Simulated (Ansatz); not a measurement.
Ansatz (a first-principles code) input:

Ansatz 0.2 input:
```yaml
crystal:
  periodic: [false, false, false]
  atoms:
    - {symbol: S, position_ang: [-0.01709357, 0.00412436, 0.36533252]}
    - {symbol: O, position_ang: [0.02559840, 1.23445278, -0.37891730]}
    - {symbol: O, position_ang: [0.00858873, -1.24270151, -0.35174774]}
basis:
  gaussian:
    orbitals: def2-TZVP
hamiltonian:
  xc: {name: PBE}
relax: {f_tol: 0.003, max_steps: 100}
```

**Question.** Predict the final energy.

**Answer.** -548.40188 Eh (PBE/def2-TZVP). The basis has 99 functions.
